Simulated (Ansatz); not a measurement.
This geometry of BFH4O (7 atoms, charge 0, multiplicity 1) is a first-order saddle point.

Level of theory: Ansatz 0.2.0, RKS CAM-B3LYP-D4/6-31G*.

```xyz
7
Properties=species:S:1:pos:R:3
B 0.072 -0.273 -0.066
F -0.014 0.088 1.553
H 1.126 0.133 -0.441
H -0.954 0.071 -0.572
O 0.110 -1.715 0.348
H -0.732 -2.153 0.160
H 0.034 -1.005 1.462
```

Which two structures does it join? (They come from a converged band through this point; their orientation in space is the band's.)

Bonds broken: B1–F2, O5–H7. Bonds formed: F2–H7. BFH4O becomes BH3O + FH.

Image 0:

```xyz
7
Properties=species:S:1:pos:R:3
B -0.010 0.005 0.058
F -0.389 0.467 1.293
H 1.143 0.184 -0.236
H -0.856 0.038 -0.797
O 0.029 -1.726 0.355
H -0.869 -1.974 0.635
H 0.595 -1.847 1.137
```

Image 6:

```xyz
7
Properties=species:S:1:pos:R:3
B 0.037 -0.420 -0.462
F 0.055 -0.045 2.259
H 1.092 0.129 -0.503
H -0.960 0.016 -0.959
O 0.014 -1.639 0.153
H -0.865 -2.044 0.136
H 0.267 -0.851 1.821
```

How far does it lie above each of them?

19.7 kcal/mol above the first and 8.0 kcal/mol above the second. This is the barrier of this one path; another mechanism may lie lower. The orbitals stay closed-shell, which can raise the energy where a bond breaks towards radicals; this wasn't checked here.

Time of the run: 69 s on 1 thread of Arm Neoverse V2 (shared host), peak memory 0.11 GiB.
